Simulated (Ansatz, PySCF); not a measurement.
This PySCF input computes a CAM-B3LYP/def2-TZVPD energy:

```python
from pyscf import gto, scf, dft

mol = gto.M(
    atom='''
    O     0.00099809    0.01389308    1.14711140
    C     0.00924645    1.12452499    0.24677396
    C    -0.00831003   -1.06235820    0.31731738
    C     0.00561935    0.80061591   -1.07178213
    C    -0.00608590   -0.66131746   -0.98413576
    H     0.01719716    2.05952955    0.79186404
    H    -0.01570943   -2.02795876    0.80476096
    H    -0.01229172   -1.35150690   -1.82255693
    ''',
    basis='def2-tzvpd',
    charge=-1,
    spin=0,
    verbose=4,
)

mf = dft.RKS(mol, xc='camb3lyp').density_fit(auxbasis='def2-universal-jkfit')
mf.grids.level = 3
mf.conv_tol = 1e-9
mf.max_cycle = 100
mf.max_memory = 1500
mf.kernel()
if not mf.converged:
    mf = mf.newton()
    mf.kernel(mf.make_rdm1())
mf.analyze()
```

Write an input for the same energy in Ansatz (an electronic-structure program) and say what it gives.


Ansatz 0.2 input:
```yaml
crystal:
  periodic: [false, false, false]
  atoms:
    - {symbol: O, position_ang: [0.00099809, 0.01389308, 1.14711140]}
    - {symbol: C, position_ang: [0.00924645, 1.12452499, 0.24677396]}
    - {symbol: C, position_ang: [-0.00831003, -1.06235820, 0.31731738]}
    - {symbol: C, position_ang: [0.00561935, 0.80061591, -1.07178213]}
    - {symbol: C, position_ang: [-0.00608590, -0.66131746, -0.98413576]}
    - {symbol: H, position_ang: [0.01719716, 2.05952955, 0.79186404]}
    - {symbol: H, position_ang: [-0.01570943, -2.02795876, 0.80476096]}
    - {symbol: H, position_ang: [-0.01229172, -1.35150690, -1.82255693]}
basis:
  gaussian:
    orbitals: def2-TZVPD
hamiltonian:
  xc: {name: CAM-B3LYP}
total_charge: -1
output: {forces: true}
```
It gives -229.35799 Eh, and PySCF -229.35803 Eh, a difference of 0.04 mEh, from the treatment of integrals and grids.

It need not be the lowest isomer of its formula. Whether it binds its extra electron was not tested at this geometry.
